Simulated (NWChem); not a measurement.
Everything below was run with NWChem. System: sulfur dioxide (O2S), charge 0, spin multiplicity 1, at a geometry optimised with PBE0/def2-SVP. Level: CCSD(T)/def2-TZVP, 7 core orbitals frozen.

NWChem printed:

```
             Northwest Computational Chemistry Package (NWChem) 7.3.0
             --------------------------------------------------------

                                NWChem Input Module
                                -------------------

 Scaling coordinates for geometry "geometry" by  1.889725989
 (inverse scale =  0.529177249)

 Turning off AUTOSYM since
 SYMMETRY directive was detected!

                             Geometry "geometry" -> ""
                             -------------------------

 Output coordinates in angstroms (scale by  1.889725989 to convert to a.u.)

  No.       Tag          Charge          X              Y              Z
 ---- ---------------- ---------- -------------- -------------- --------------
    1 O                    8.0000     1.25038100     0.00000000    -0.37134100
    2 S                   16.0000     0.00000000     0.00000000     0.37134100
    3 O                    8.0000    -1.25038100     0.00000000    -0.37134100

 Effective nuclear repulsion energy (a.u.)     106.6928283177

            Nuclear Dipole moment (a.u.)
            ----------------------------
        X                 Y               Z
 ---------------- ---------------- ----------------
     0.0000000000     0.0000000000     0.0000000000

      Symmetry information
      --------------------

 Group name             C2v
 Group number             16
 Group order               4
 No. of unique centers     2

      Symmetry unique atoms

     1    2


 Summary of "ao basis" -> "" (spherical)
 ------------------------------------------------------------------------------
       Tag                 Description            Shells   Functions and Types
 ---------------- ------------------------------  ------  ---------------------
 *                         def2-tzvp                  on all atoms

 Summary of "ao basis" -> "ao basis" (spherical)
 ------------------------------------------------------------------------------
       Tag                 Description            Shells   Functions and Types
 ---------------- ------------------------------  ------  ---------------------
 O                         def2-tzvp                11       31   5s3p2d1f
 S                         def2-tzvp                13       37   5s5p2d1f

                                 NWChem SCF Module
                                 -----------------

  ao basis        = "ao basis"
  functions       =    99
  atoms           =     3
[...]
     2   0 0 2    -16.848031      0.000000     15.757723

                   NWChem Extensible Many-Electron Theory Module
                   ---------------------------------------------


            General Information
            -------------------
      Number of processors :     1
         Wavefunction type : Restricted Hartree-Fock
          No. of electrons :    32
           Alpha electrons :    16
            Beta electrons :    16
           No. of orbitals :   198
            Alpha orbitals :    99
             Beta orbitals :    99
        Alpha frozen cores :     7
         Beta frozen cores :     7
     Alpha frozen virtuals :     0
      Beta frozen virtuals :     0
         Spin multiplicity : singlet
    Number of AO functions :    99
       Number of AO shells :    35
        Use of symmetry is : on
      Symmetry adaption is : on
         Schwarz screening : 0.10D-09

          Correlation Information
          -----------------------
          Calculation type : Coupled-cluster singles & doubles w/ perturbation
   Perturbative correction : (T)
            Max iterations :      100
        Residual threshold : 0.10D-05
     T(0) DIIS level shift : 0.00D+00
     L(0) DIIS level shift : 0.00D+00
     T(1) DIIS level shift : 0.00D+00
     L(1) DIIS level shift : 0.00D+00
     T(R) DIIS level shift : 0.00D+00
     T(I) DIIS level shift : 0.00D+00
   CC-T/L Amplitude update :  5-th order DIIS
                I/O scheme : Global Array Library
        L-threshold :  0.10D-05
        EOM-threshold :  0.10D-05
 no EOMCCSD initial starts read in
 TCE RESTART OPTIONS
 SLICE:      F
 D4D5:       F
 quantumc:   F
 qrotation:  F
 pwtce:      F
 qducc:      F
 nacto:                         0
 nrotv:                         0
 nrot:                          0

            Memory Information
            ------------------
          Available GA space size is     249026999 doubles
          Available MA space size is     104850228 doubles

 Maximum block size supplied by input
 Maximum block size        24 doubles

 tile_dim =     17

 -------------------------------------------------

 Global array virtual files algorithm will be used

 Parallel file system coherency ......... OK

 4-electron integrals stored in orbital form

 v2    file size   =          3565951
 4-index algorithm nr.  13 is used
 imaxsize =       30
 imaxsize ichop =        0


CCSD iterations
 ---------------------------------------------------------
 Iter          Residuum       Correlation     Cpu    Wall
 ---------------------------------------------------------
    1   0.2367057487521  -0.6574925351330     0.4     0.4
    2   0.0608461678442  -0.6308250146170     0.4     0.4
    3   0.0218533366269  -0.6511560267392     0.4     0.4
    4   0.0126057697398  -0.6478037393269     0.4     0.4
    5   0.0052416094655  -0.6506891567577     0.4     0.4
    6   0.0018760424822  -0.6504610275741     0.4     0.4
    7   0.0010654664879  -0.6504165760413     0.4     0.4
    8   0.0005323145479  -0.6504625949501     0.4     0.4
    9   0.0003850476723  -0.6504560131968     0.4     0.4
   10   0.0002071946430  -0.6504797216889     0.4     0.4
   11   0.0000363320754  -0.6504958130684     0.4     0.4
   12   0.0000164328519  -0.6504917715021     0.4     0.4
   13   0.0000084138134  -0.6504931119416     0.4     0.4
   14   0.0000049865722  -0.6504924970090     0.4     0.4
   15   0.0000028363995  -0.6504927121537     0.4     0.4
   16   0.0000009428098  -0.6504925966595     0.4     0.4
 -----------------------------------------------------------------
 Iterations converged
 CCSD correlation energy / hartree =        -0.650492596659534
 CCSD total energy / hartree       =      -547.947234018308905

 Singles contributions

 Doubles contributions
 CCSD(T)
 Using plain CCSD(T) code
             total no. of tasks         1540
 total no. of tasks / no. procs         1540
                         wl_min         1728           3.5
                         wl_max       277440           8.1
        thresh for no. of tasks         1540

 CCSD[T]  correction energy / hartree =        -0.037299790690506
 CCSD[T] correlation energy / hartree =        -0.687792387350041
 CCSD[T] total energy / hartree       =      -547.984533808999458
 CCSD(T)  correction energy / hartree =        -0.034426305394532
 CCSD(T) correlation energy / hartree =        -0.684918902054066
 CCSD(T) total energy / hartree       =      -547.981660323703409

 Task  times  cpu:       21.4s     wall:       21.4s

 Total times  cpu:       21.4s     wall:       21.4s
```

Write an NWChem input that would produce this output.

One answer among several that fit: 
```
start mol
memory heap 100 mb stack 700 mb global 1900 mb
geometry units angstroms nocenter noautoz
  O      1.250381     0.000000    -0.371341
  S      0.000000     0.000000     0.371341
  O     -1.250381     0.000000    -0.371341
  symmetry group C2v
end
basis spherical
  * library def2-tzvp
end
scf
  rhf
  nopen 0
  maxiter 100
  thresh 1e-7
  semidirect memsize 60000000 filesize 0
end
tce
  freeze core 7
  ccsd(t)
  2eorb
  2emet 13
  thresh 1e-6
  maxiter 100
  tilesize 24
end
task tce energy
```
